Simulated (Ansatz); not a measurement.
**NaLi (lithium sodium): the energy, rung by rung**

NaLi: 2 atoms, total charge 0, spin state singlet. As SMILES, `[Li][Na]`. The bond length is the measured one.

```xyz
2

Li    0.0000    0.0000    0.0000
Na    0.0000    0.0000    2.8100
```

Each level gives the energy change with the Li1–Na2 bond stretched from 2.810 to 4.215 Å (eV). The values are calculated.

```json
{"level": "HF/STO-3G (restricted)", "kind": "Hartree–Fock", "program": "Ansatz", "value (eV)": "1.91"}
{"level": "SVWN5/STO-3G (restricted)", "kind": "LDA", "program": "Ansatz", "value (eV)": "2.04"}
{"level": "BLYP/STO-3G (restricted)", "kind": "GGA", "program": "Ansatz", "value (eV)": "1.90"}
{"level": "PBE/STO-3G (restricted)", "kind": "GGA", "program": "Ansatz", "value (eV)": "?"}
{"level": "revPBE/STO-3G (restricted)", "kind": "GGA", "program": "Ansatz", "value (eV)": "1.89"}
{"level": "r2SCAN/STO-3G (restricted)", "kind": "meta-GGA", "program": "Ansatz", "value (eV)": "1.97"}
{"level": "B3LYP/STO-3G (restricted)", "kind": "global hybrid", "program": "Ansatz", "value (eV)": "?"}
{"level": "BHLYP/STO-3G (restricted)", "kind": "global hybrid", "program": "Ansatz", "value (eV)": "2.04"}
{"level": "PBE0/STO-3G (restricted)", "kind": "global hybrid", "program": "Ansatz", "value (eV)": "2.00"}
{"level": "r2SCAN0/STO-3G (restricted)", "kind": "hybrid meta-GGA", "program": "Ansatz", "value (eV)": "2.00"}
```

Estimate what the levels marked ? give.

As computed at these levels: PBE/STO-3G (restricted): 1.94 eV; B3LYP/STO-3G (restricted): 1.98 eV. The first shape isn't each level's own minimum. The values span 1.89 to 2.04 eV. Minimal STO sets describe s-block atoms so badly that they can place the ion below the atom. All rows use very small basis sets, so even the best lies far from the true value.
